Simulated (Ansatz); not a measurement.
**CH7AlS (built from SMILES S.[CH3][AlH2]): Born-Oppenheimer dynamics**

The task is to watch the atoms for 80 steps of 0.75 fs, started with velocities for 200 K and run with a Langevin thermostat, and see to which side of the barrier the system falls.

The runs use Ansatz 0.2.0, Gaussian basis; PBE0-D4/def2-SVP.

## 1. The starting structure

The start, a first-order saddle point found at PBE0-D4 in triple zeta: 10 atoms, charge 0, spin multiplicity 1.

Atoms are counted from 1 here; the program's logs count them from 0.

Bond lengths: Al1–C2 2.085 Å, Al1–H3 1.583 Å, Al1–H4 1.584 Å, Al1–H5 1.849 Å, Al1–S6 2.419 Å, C2–H7 1.102 Å, C2–H8 1.092 Å, C2–H9 1.092 Å, H5–S6 1.577 Å, S6–H10 1.344 Å. Angles: C2–Al1–H3 109.8°, C2–Al1–H4 110.6°, C2–Al1–H5 46.6°, C2–Al1–S6 87.2°, H3–Al1–H4 126.2°, H3–Al1–H5 115.2°, H3–Al1–S6 106.8°, H4–Al1–H5 118.3°, H4–Al1–S6 109.2°, H5–Al1–S6 40.7°, Al1–C2–H7 89.0°, Al1–C2–H8 120.9°, Al1–C2–H9 120.9°, H7–C2–H8 105.6°, H7–C2–H9 105.8°, H8–C2–H9 109.5°, Al1–H5–S6 89.5°, Al1–S6–H5 49.8° and more.

Coordinates:

```
Al   -1.0592    0.0394   -0.3236
C     0.9886    0.3104   -0.6083
H    -1.6286   -0.9388   -1.4297
H    -1.7360    1.3819    0.1747
H     0.4401   -0.5708    0.5693
S    -0.4942   -1.3239    1.5927
H     0.7651    0.9312   -1.4913
H     1.6173   -0.5051   -0.9730
H     1.5693    0.9470    0.0623
H    -0.4627   -0.2712    2.4270
```

## 2. The run

Input file md/in.yaml:

```yaml
crystal:
  periodic: [false, false, false]
  atoms:
    - {symbol: Al, position_ang: [-1.059199, 0.039408, -0.323645]}
    - {symbol: C, position_ang: [0.988649, 0.310367, -0.608310]}
    - {symbol: H, position_ang: [-1.628558, -0.938758, -1.429701]}
    - {symbol: H, position_ang: [-1.735998, 1.381854, 0.174699]}
    - {symbol: H, position_ang: [0.440118, -0.570769, 0.569303]}
    - {symbol: S, position_ang: [-0.494202, -1.323946, 1.592735]}
    - {symbol: H, position_ang: [0.765107, 0.931186, -1.491344]}
    - {symbol: H, position_ang: [1.617324, -0.505074, -0.973045]}
    - {symbol: H, position_ang: [1.569311, 0.946995, 0.062342]}
    - {symbol: H, position_ang: [-0.462652, -0.271164, 2.426967]}
basis:
  gaussian: {orbitals: def2-SVP}
hamiltonian: {xc: pbe0, dispersion: d4}
md: {n_steps: 80, timestep: 0.75, temperature: 200, ensemble: nvt_langevin, seed: 416, friction: 0.05, initial_velocities: maxwell_boltzmann}
```

On the command line:

```sh
$ ansatz run in.yaml --threads 2 --pin off --events-out ev --progress --plain --max-ram 4352MiB
```

Before running it: what results should come out? Wanted: temperature at the start; mean temperature, second half; lowest and highest potential energy, from the first frame; largest change of potential + kinetic; bonds lost by distance; bonds made by distance.

**Answer**, as computed:

| quantity | value |
| --- | --- |
| length | 80 steps, 60.0 fs |
| temperature at the start | 180 K |
| mean temperature, second half | 458 K |
| lowest and highest potential energy, from the first frame | -1071 and 204 meV |
| largest change of potential + kinetic | 712.2 meV |
| bonds lost by distance | Al1–H5, H5–S6 |
| bonds made by distance | C2–H5 |

In words: By the last frame it has moved towards the side where Al1–S6, C2–H5 form. The system runs downhill by 1.07 eV, and that energy turns into motion. The thermostat trades energy with the molecule, so the sum of potential and kinetic energy isn't conserved: it changes by -712 meV over the run. The mean temperature of the second half is still well above the 200 K set. With 10 atoms the instant temperature spans 90 to 535 K. Under Langevin the temperature counts 3N degrees of freedom, more than the drawn velocities fill, so it starts at 180 K, not 200 K.
